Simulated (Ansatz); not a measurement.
Geometry optimisation, Ansatz 0.2.0, RHF/def2-SVP.

Input:

```yaml
crystal:
  periodic: [false, false, false]
  atoms:
    - { symbol: "N", position_ang: [-0.6635, 0.601, -0.8506] }
    - { symbol: C, position_ang: [0.4922, 0.1734, -0.2605] }
    - { symbol: "N", position_ang: [1.21965, -0.33414, -1.38232] }
    - { symbol: H, position_ang: [-1.1232, -0.1712, -1.2099] }
    - { symbol: H, position_ang: [-1.3156, 1.0067, -0.1529] }
    - { symbol: H, position_ang: [0.30603, -0.59387, 0.51874] }
    - { symbol: H, position_ang: [1.02228, 1.01388, 0.22727] }
    - { symbol: H, position_ang: [2.1926, -0.56608, -0.99578] }
    - { symbol: H, position_ang: [0.8436, -1.2835, -1.64032] }
basis:
  gaussian: { orbitals: def2-SVP }
hamiltonian:
  xc: hf
relax:
  f_tol: 0.015
  max_steps: 40
output:
  orbitals: {}
```

Command:

```bash
$ ansatz run input.yaml --threads 1 --pin off --max-ram 2048MiB --backend cpu --events-out ev --progress --plain --runs-dir out
```

Task: Where does it end, and by what steps?

Result: The forces met the threshold. After 6 steps the energy has fallen by 0.593 eV; H4 moved furthest, 0.18 Å.

| step | energy less start (eV) | largest force component (eV/Å) | accepted |
| --- | --- | --- | --- |
| 0 | 0.0000 | 3.920 | yes |
| 1 | -0.5502 | 1.071 | yes |
| 2 | -0.5871 | 0.377 | yes |
| 3 | -0.5913 | 0.135 | yes |
| 4 | -0.5929 | 0.038 | yes |
| 5 | -0.5929 | 0.060 | yes |
| 6 | -0.5932 | 0.004 | yes |

```xyz
9
Properties=species:S:1:pos:R:3
N -0.757 0.626 -0.831
C 0.488 0.143 -0.283
N 1.324 -0.395 -1.329
H -1.297 -0.128 -1.220
H -1.321 1.047 -0.114
H 0.327 -0.585 0.533
H 1.011 0.992 0.160
H 2.245 -0.593 -0.982
H 0.954 -1.260 -1.682
```

Whether the end is a true minimum wasn't checked by a vibrational analysis.

Run time: 7.1 s on 1 thread of Arm Neoverse V1, with other jobs on the host, peak memory 0.11 GiB.
